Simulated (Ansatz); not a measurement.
# [AlH₂···H···NH], triplet: transfer scan

Starting geometry:

```
atom    x (Å)    y (Å)   z (Å)
  Al  -0.9966   0.0225  0.0000
   H  -1.7895   1.3959  0.0000
   H  -1.7895  -1.3509  0.0000
   H   0.5893   0.0225  0.0000
   N   1.9734   0.0225  0.0000
   H   2.2425  -0.9817  0.0000
```

From there H4 is moved from one fragment to the other while all else, the fragments' distance too, stays fixed; atoms are numbered as listed. Energies are in kcal/mol, counted from the starting geometry at the same level. Kohn–Sham curves are unrestricted where that lies lower.

Basis cc-pVDZ; Ansatz 0.2.0. Correlated methods freeze the noble-gas cores. Prefix R: restricted or restricted open-shell reference; prefix U: unrestricted.

In so small a basis the reference is far from its limit while semilocal and hybrid functionals are nearer theirs (RPA and double hybrids share much of the reference's basis error), so the functionals' errors here hold much of the reference's basis and frozen-core error, which can add to them or hide them.

Full CI isn't at hand for all of this; UCCSDT(Q) serves as the reference, and is uncertain by about the last step of the cluster series.

| distance Al1-H4 (Å) | UCCSDT(Q) | PBE | BLYP | r2SCAN | PBE0 | B3LYP | CAM-B3LYP | wB97M-V | B2PLYP | RPA-PBE |
| --- | --- | --- | --- | --- | --- | --- | --- | --- | --- | --- |
| 1.475 | 3.0 | 6.1 | 5.2 | 5.2 | 4.9 | 4.4 | 3.9 | 3.8 | 3.7 | 3.9 |
| 1.586 | 0.0 | 0.0 | 0.0 | 0.0 | 0.0 | 0.0 | 0.0 | 0.0 | 0.0 | 0.0 |
| 1.635 | -1.2 | -2.2 | -1.8 | -1.9 | -1.9 | -1.6 | -1.5 | -1.5 | -1.4 | -1.5 |
| 1.684 | -2.6 | -4.3 | -3.6 | -3.9 | -3.8 | -3.2 | -3.1 | -3.1 | -3.0 | -3.2 |
| 1.733 | -4.3 | -6.4 | -5.4 | -5.9 | -5.8 | -5.0 | -4.9 | -4.9 | -4.9 | -5.1 |
| 1.783 | -6.3 | -8.3 | -7.0 | -7.9 | -7.9 | -6.9 | -6.8 | -6.9 | -6.9 | -7.1 |
| 1.832 | -8.2 | -9.9 | -8.4 | -9.7 | -9.8 | -8.5 | -8.6 | -8.8 | -8.8 | -8.9 |
| 1.881 | -9.6 | -10.7 | -9.1 | -10.8 | -11.1 | -9.6 | -10.0 | -10.2 | -10.2 | -10.3 |
| 1.930 | -10.1 | -10.5 | -8.8 | -10.9 | -11.4 | -9.8 | -10.3 | -10.5 | -10.6 | -10.5 |
